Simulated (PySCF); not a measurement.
Species, as SMILES: C1CN1.
Geometry (B3LYP-D3(BJ)/def2-TZVP, fixed):
```
C
H 1 1.0830
H 1 1.0841 2 114.71
N 1 1.4686 2 114.80 3 -142.73
H 4 1.0144 1 110.39 2 146.03
C 4 1.4686 5 110.39 1 -65.01
H 6 1.0830 4 114.80 5 -146.03
H 6 1.0841 7 114.71 4 -142.73
```

Basis-set convergence of the mean static polarisability at PBE with PySCF. All functions are spherical. Density fitting with generated auxiliary sets. No added dispersion term, no relativity. Reference: the value in aug-pcseg-2, 34.44 bohr³. Deviations are taken from unrounded values. Cost is core time over that of 6-31G**, rough, on shared machines of one kind.

```csv
basis,functions,mean static polarisability (bohr³),minus reference (%),cost
6-31G**,67,26.65,-22.6,1×
def2-SVP,67,26.95,-21.8,1×
6-311G**,84,28.67,-16.7,1×
6-311+G**,96,31.62,-8.2,1×
aug-cc-pVDZ,114,34.19,-0.7,2×
Sadlej pVTZ,117,34.50,0.2,2×
d-aug-cc-pVDZ,161,34.59,0.4,2×
def2-TZVPP,163,31.94,-7.3,2×
cc-pVQZ,315,32.44,-5.8,8×
```

The smallest set listed that lies within 2 % of the reference with all its larger relatives (same family, alike in diffuse functions; a set with none counts only in the reference's own line) is aug-cc-pVDZ (114 functions, 2× in cost, -0.7 % off). Inside, with no larger relative to test it: Sadlej pVTZ, d-aug-cc-pVDZ. (Relatives not listed, tested too: jun-cc-pV(T+d)Z -0.9, aug-cc-pVTZ 0.1 %.)
